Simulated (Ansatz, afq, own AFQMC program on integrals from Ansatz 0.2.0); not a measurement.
Two steps: Ansatz 0.2.0 writes the Fock matrix and Cholesky factors of the valence space, and afq projects on them the lowest state that overlaps trial and start.

```yaml
crystal:
  periodic: [false, false, false]
  atoms:
    - {symbol: Se, position_ang: [0.000000, 0.000000, 0.000000]}
basis:
  gaussian: {orbitals: cc-pVDZ}
total_charge: 1
magnetization: {spin_polarized: true, initial_magnetization: 3}
correlation: {method: ccsd_t, electrons: outside_noble_gas, hamiltonian_folder: ham}
```

```sh
$ ansatz run in.yaml --threads 1 --pin off --events-out ev --progress --plain --max-ram 16896MiB --backend cuda --devices 0, --max-vram 18GiB
```

afq runs on the folder ham with

```
--method free --trial cisd --walkers 4000 --time-step 0.03 --max-blocks 4000 --target-error 0.00028 --factor-cut 1e-05 --seed 53 --times 0,0.3,0.6,1.2,1.8,2.4,3.6,4.8,6 --taylor-order 8
```

Times are imaginary, in 1/Eh. The walk had a cap of 61 s. Filled inner d shells are frozen with the cores.

Log:

```
orbitals 13  electrons 4 1  factors 69 of 193
reference energy -2399.48287554 Eh
CCSD correlation -0.07208667 Eh in 8 cycles, weight of the determinant in the CISD state 0.9575
repeat  energy at the last time / Eh  error
    10  -2399.555856  0.000012
    20  -2399.555852  0.000009
    30  -2399.555861  0.000008
time / (1/Eh)  energy / Eh  error  mean overlap
  0.00  -2399.554970  0.000001  1.0445
  0.30  -2399.555484  0.000004  1.0444
  0.60  -2399.555694  0.000005  1.0449
  1.20  -2399.555819  0.000006  1.0461
  1.80  -2399.555855  0.000006  1.0451
  2.40  -2399.555865  0.000004  1.0446
  3.60  -2399.555860  0.000005  1.0433
  4.80  -2399.555866  0.000006  1.0421
  6.00  -2399.555860  0.000008  1.0446
energy -2399.555860 +/- 0.000008 Eh
```

The run passed its tests (error under three times the target), which doesn't prove that it has relaxed.

Against this walk (error 0.2 meV) on the same determinant: CCSD(T) 6.6 meV higher, CCSDT(Q) 0.8 meV higher, CCSDTQ 0.3 meV higher (within the noise), full CI 0.3 meV higher (within the noise). The error is statistical, and a free projection of finite length keeps a remainder of its start.

Cautions: remainder of the start not in the error; no relativity below Rb; no spin-orbit coupling; inner d shell frozen.

The walk took 18 s on 1 × NVIDIA H100 80GB HBM3 with 2 threads of AMD EPYC 7R13 Processor (Zen 3), with other jobs on the host (the card was shared). The log's last line is the free-projection energy.

CCSDT and higher add their correlation energy to the determinant of the CCSD(T) run, since their own runs factorise the integrals more tightly (a shift of under 2 meV). A walk keeps the symmetry of its determinant, which the program's search chose and which needn't be the lowest solution, so a lower state of the same spin and another symmetry isn't excluded.
